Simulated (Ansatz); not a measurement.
# Loss of C2H4: C4H9O → C2H5O + C2H4

Species: C4H9O `[CH2]COCC`, doublet; C2H5O (ethoxy radical) `CC[O]`, doublet; C2H4 `C=C`, singlet. This is a balance of energies; it says nothing on the path, which may need atoms to shift.

Shapes, held fixed at every level: PBE0-D4/def2-TZVP. Flexible molecules stand in one conformer, not always the lowest. Programs: Ansatz 0.2.0. Electronic energies: no zero-point or thermal term.

| level | kind | ΔE (kJ/mol) | less CCSD(T)/CBS estimate |
| --- | --- | --- | --- |
| MP2/def2-TZVPP | perturbation theory | +109.3 | +24.0 |
| HF/def2-TZVPP | Hartree–Fock | +26.6 | -58.7 |
| r2SCAN-D4/def2-TZVPP | meta-GGA | +88.2 | +2.9 |
| PBE0-D4/def2-TZVPP | global hybrid | +91.5 | +6.2 |
| wB97X-V/def2-TZVPP | range-separated hybrid | +86.1 | +0.8 |
| B2PLYP/def2-TZVPP | double hybrid | +71.5 | -13.8 |
| CCSD(T)/def2-TZVPP | coupled cluster or CI | +81.1 | -4.2 |
| CCSD(T)/CBS estimate | coupled cluster or CI | +85.3 | 0.0 |

The highest level, CCSD(T)/CBS estimate, gives ΔE = +85.3 kJ/mol; the levels span +26.6 to +109.3. The column of differences is taken from that level and isn't an error. No measured value is set beside it here. Open shells run unrestricted. The CBS estimate extrapolates MP2 from def2-TZVPP and def2-QZVPP and adds CCSD(T) − MP2 in the triple-zeta set, cores frozen.
